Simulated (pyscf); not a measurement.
A first-order saddle from PySCF, ωB97X-D3(BJ)/def2-SVP:

```xyz
10

C     -1.3613    -0.6188     0.6948
C     -0.5535     0.0384    -0.2564
C      0.5136     0.0401    -1.0437
H     -1.4193    -1.7101     0.6168
H     -1.3118    -0.2355     1.7248
H      0.6023     0.6868    -1.9182
H      1.3164    -0.6673    -0.8209
O     -1.6141     1.2983    -0.6444
H     -2.1936     0.5757    -0.0282
H     -1.3843     2.0795    -0.1122
```
Charge 0, spin multiplicity 1.

Surface: singlet, charge 0. Lowest wavenumbers (cm⁻¹): 1410i, 238, 369, 400, 438.

Which two sides does it connect, and which bonds change?

H₂C=C=CH₂ (SMILES C=C=C) + H₂O (SMILES O) <-> H₂C=C(CH₃)–OH (SMILES C=C(C)O), an addition across a multiple bond or ene-type step read from left to right: H–O broken and C–H, C–O formed. At CCSD(T)/def2-TZVPP + ΔMP2(QZVPP) it lies +54.0 kcal/mol from the left side and +85.3 kcal/mol from the right (each side as separated species at their lowest minima found). This is the saddle that the search found; another between the same sides may lie lower. The CCSD(T) − MP2 part came from Ansatz, without density fitting, on the same reference.
